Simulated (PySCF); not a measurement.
Stepwise substitution at one centre (Al H-Cl). Isolated molecules, 0 K electronic values unless said otherwise. Strings in code marks are SMILES.

Level of theory: PySCF with ωB97X-D3(BJ)/def2-TZVP // PBE0-D3(BJ)/def2-TZVP. Excitations are Tamm–Dancoff values on a coarser integration grid. The basis has no diffuse functions, so Rydberg states are missing or too high.

```csv
species,T1 excitation (TDA) (eV),S1 excitation (TDA) (eV)
0 of 3 H replaced by Cl (`[AlH3]`),–,–
1 of 3 H replaced by Cl,5.40,5.77
2 of 3 H replaced by Cl (`[Cl][AlH][Cl]`),6.43,6.87
3 of 3 H replaced by Cl,(withheld),7.34
```

What belongs in the gaps?


- 3 of 3 H replaced by Cl, T1 excitation (TDA) (eV): 7.03
